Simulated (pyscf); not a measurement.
A first-order saddle from PySCF, ωB97X-D3(BJ)/def2-SVP:

```xyz
8

O      0.6575     0.9195     0.9882
Si    -0.1913     0.1365    -0.1817
Cl    -2.2776    -1.6967     1.0568
Cl    -0.8533     1.7308    -1.3278
Cl     0.8712    -1.0157    -1.4953
H      0.9280     0.3601     1.7264
F     -0.3461    -1.4082     1.0836
H     -1.7020    -0.3553     0.0085
```

Surface: singlet, charge 0. Lowest wavenumbers (cm⁻¹): 1136i, 21, 124, 193, 195.

Question: Which two sides does it connect, and which bonds change?

Answer: HO–SiH(Cl)–Cl (SMILES O[SiH](Cl)Cl) + F–Cl (SMILES FCl) ⇌ HO–Si(F)(Cl)–Cl (SMILES O[Si](F)(Cl)Cl) + HCl (SMILES Cl), a four-centre exchange read from left to right: H–Si, Cl–F broken and F–Si, Cl–H formed. At ωB97M-D3(BJ)/def2-TZVP it lies +46.3 kcal/mol from the left side and +149.7 kcal/mol from the right (each side as separated species at their lowest minima found). This is the saddle that the search found; another between the same sides may lie lower. One closed-shell reference is unstable to symmetry breaking; treat the single-reference values with care.
